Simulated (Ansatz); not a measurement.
Reaction (substitution at a C–C bond): `N=CC(F)F` + `OCF` → `FCOC(F)F` + `C=N`

Computed with Ansatz on PBE0-D4/def2-TZVP structures; ΔE is electronic, products minus reactants. CCSD(T)/CBS adds triple-zeta CCSD(T) − MP2 to the extrapolated MP2 energy (def2 sets, frozen cores). This one scheme is used for every species. Functionals use def2-TZVPP. Each species was taken in one conformer, which may not be the lowest.

Task: Is it downhill or uphill in electronic energy at CCSD(T)/CBS, and by how much? (Best estimate.)

Result: The calculation gave: Uphill: ΔE = +13.4 kJ/mol.

Task: What do these levels give: LDA (SPW92), PBE0-D4, BHLYP-D4, B2PLYP, HF/def2-SVP, MP2/def2-QZVPP? (Estimate.)

Result: The calculation gave: LDA (SPW92) 10.7, PBE0-D4 12.6, BHLYP-D4 8.9, B2PLYP 11.8, HF/def2-SVP -3.1, MP2/def2-QZVPP 14.8 kJ/mol.

Task: What do rigid-rotor, harmonic-oscillator terms from PBE0-D4/def2-TZVP frequencies (298.15 K, 1 bar) make of the CCSD(T)/CBS value? (Estimate.)

Result: Ansatz gave: ΔZPE = -1.9 kJ/mol, ΔH = +12.2 kJ/mol, ΔS = -3 J/(mol·K), ΔG = +13.1 kJ/mol.

Largest T1 diagnostic among the species: 0.012.

Leaving LDA and LC-ωPBE aside and taking each functional with its dispersion term where it has one, the values, not all of them listed here, spread over 6.8 kJ/mol, from r2SCAN0-D4 to revPBE-D4. LDA lies −4.7 kJ/mol from PBE without D4. At CCSD(T), def2-SVP lies −14.1 kJ/mol from the extrapolated value and def2-TZVPP −4.4 kJ/mol.
